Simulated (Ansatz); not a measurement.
A nudged elastic band was laid between two geometries of CH3F + CH3S (10 atoms, charge 0, multiplicity 2).

These are results of UKS PBE-D4/6-31G in Ansatz, not measurements.

```yaml
movable_images: 5
climbing_image: yes
spring: 5.0 eV/Å²
optimiser: quadratic models (default)
start_path: through a guess of the saddle point
force_threshold: 0.03 eV/Å
iteration_limit: 40
end_points: relaxed
```

Image 0:

```xyz
10
Properties=species:S:1:pos:R:3
H -1.366 -0.467 0.186
S 1.002 -1.817 0.923
C 1.792 -0.165 0.545
C -1.771 0.253 -0.544
F -0.665 1.012 -1.105
H 1.860 0.426 1.473
H 1.106 0.368 -0.142
H 2.781 -0.291 0.083
H -2.279 -0.276 -1.366
H -2.461 0.957 -0.053
```

Image 6:

```xyz
10
Properties=species:S:1:pos:R:3
H -1.303 -0.673 -0.135
S 0.848 -1.504 1.446
C 1.796 -0.143 0.581
C -1.761 0.200 -0.631
F -0.749 1.235 -0.769
H 2.431 0.413 1.283
H 1.046 0.527 0.118
H 2.395 -0.583 -0.233
H -2.117 -0.074 -1.636
H -2.587 0.602 -0.024
```

Q: What changes between the two ends?

A: No bond is made or broken.

Q: Give the energies along the band, and the barrier.

A: The run converged. The highest image is number 4 of 0 to 6, 0.2 kcal/mol above the ends, which have the same energy within 2 meV. The top lies less than 8 meV above the higher end, about what the thresholds resolve: that end is a shoulder or a very shallow well. A vibrational analysis at the climbing image gives one clearly imaginary mode, 136i cm⁻¹: a first-order saddle point. Limits of this set-up: no polarisation functions.

```json
{"image": "0", "path coordinate (Å)": "0.00", "energy (kcal/mol)": "0.0"}
{"image": "1", "path coordinate (Å)": "0.22", "energy (kcal/mol)": "0.0"}
{"image": "2", "path coordinate (Å)": "0.43", "energy (kcal/mol)": "0.1"}
{"image": "3", "path coordinate (Å)": "0.65", "energy (kcal/mol)": "0.1"}
{"image": "4", "path coordinate (Å)": "0.86", "energy (kcal/mol)": "0.2"}
{"image": "5", "path coordinate (Å)": "1.13", "energy (kcal/mol)": "0.1"}
{"image": "6", "path coordinate (Å)": "1.41", "energy (kcal/mol)": "0.0"}
```

Q: What is the geometry of the highest image?

A: 
```xyz
10
Properties=species:S:1:pos:R:3
H -1.344 -0.590 0.036
S 0.851 -1.613 1.234
C 1.800 -0.152 0.560
C -1.762 0.215 -0.593
F -0.708 1.167 -0.888
H 2.214 0.454 1.379
H 1.064 0.460 -0.001
H 2.586 -0.485 -0.133
H -2.135 -0.198 -1.542
H -2.565 0.741 -0.053
```

The band took 11 iterations and roughly 5 core-minutes.

Run time: 4.8 min on 1 thread of Arm Neoverse V1, on a shared host, peak memory 0.13 GiB.
